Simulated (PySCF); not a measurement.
Argon: a sound run and one with changed settings

Sound run: Ar [Ar], Ar⁺ [Ne] 3s2 3p5. Calculation: PySCF 2.14, in cc-pVTZ-DK (5s4p2d1f, 34 functions); the spin-free X2C one-electron Hamiltonian (Gaussian nucleus). In the sound run the correlated levels freeze [Ne]. The sound run starts from symmetry-adapted Hartree-Fock orbitals and uses a fine grid where one is needed.

Changed run: the non-relativistic Hamiltonian (point nucleus). This setting is unsound on purpose.

```json
{"species": "Ar", "method": "UHF", "sound run (hartree)": "-528.62142", "changed run (hartree)": "-526.26912", "converged": "yes"}
{"species": "Ar", "method": "M06-2X", "sound run (hartree)": "-529.36606", "changed run (hartree)": "-527.01450", "converged": "yes"}
{"species": "Ar", "method": "B3LYP", "sound run (hartree)": "-529.38055", "changed run (hartree)": "-527.02993", "converged": "yes"}
{"species": "Ar", "method": "MP2", "sound run (hartree)": "-528.82753", "changed run (hartree)": "-526.47507", "converged": "yes"}
{"species": "Ar", "method": "CCSD(T)", "sound run (hartree)": "-528.85147", "changed run (hartree)": "-526.49908", "converged": "yes"}
{"species": "Ar⁺", "method": "UHF", "sound run (hartree)": "-528.08649", "changed run (hartree)": "-525.73301", "converged": "yes"}
{"species": "Ar⁺", "method": "M06-2X", "sound run (hartree)": "-528.78658", "changed run (hartree)": "-526.43387", "converged": "yes"}
{"species": "Ar⁺", "method": "B3LYP", "sound run (hartree)": "-528.80083", "changed run (hartree)": "-526.44908", "converged": "yes"}
{"species": "Ar⁺", "method": "MP2", "sound run (hartree)": "-528.25189", "changed run (hartree)": "-525.89838", "converged": "yes"}
{"species": "Ar⁺", "method": "CCSD(T)", "sound run (hartree)": "-528.28081", "changed run (hartree)": "-525.92742", "converged": "yes"}
```

Ionisation energy of Ar:

| method | sound run (eV) | changed run (eV) |
| --- | --- | --- |
| UHF | 14.556 | 14.588 |
| M06-2X | 15.768 | 15.800 |
| B3LYP | 15.775 | 15.806 |
| MP2 | 15.664 | 15.693 |
| SCS-MP2 | 15.561 | 15.590 |
| CCSD | 15.488 | 15.516 |
| CCSD(T) | 15.528 | 15.556 |

Most of the change in total energy is the relativistic energy itself. On top of that the contraction fixes the core shape for the Hamiltonian it was made with, so the changed run is not a good calculation with the other Hamiltonian either.

For comparison, NIST gives 15.760 eV between the lowest levels.
